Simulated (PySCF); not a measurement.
**Gas-phase thermal properties of SiO**

Method: PySCF energies (xtb for GFN2) plus ideal-gas RRHO corrections (1 bar). 'Table' is the NASA 1993 thermochemical table (part measured, part estimated). 6-31G* has spherical d functions here. All species are closed-shell singlets. B3LYP is the form with VWN-RPA correlation. The harmonic model lacks anharmonicity and excited electronic states, which grow with temperature; levels with a mode under 35 cm⁻¹ are left out. The table's entry may be an old estimate for SiO (not checked at source).

| level | point group | σ | ZPE (kJ/mol) | S°298 (J/mol/K) | Cp298 (J/mol/K) | S°1000 (J/mol/K) | H1000 − H298 (kJ/mol) |
|---|---|---|---|---|---|---|---|
| table | - | - | - | 211.6 | 29.9 | 251.3 | 23.5 |
| B3LYP/6-31G* | C∞v | 1 | 7.4 | 211.7 | 29.8 | 251.3 | 23.4 |
| GFN2-xTB | C∞v | 1 | 8.2 | 211.5 | 29.6 | 250.5 | 23.0 |
| HF/6-31G* | C∞v | 1 | 8.4 | 211.2 | 29.5 | 250.1 | 23.0 |
| PBE/def2-SVP | C∞v | 1 | 7.1 | 212.0 | 30.0 | 251.8 | 23.5 |
| PBE0/def2-TZVP | C∞v | 1 | 7.6 | 211.5 | 29.8 | 251.0 | 23.3 |
σ: rotational symmetry number. Electronic degeneracy used: 1. Frequencies are unscaled.
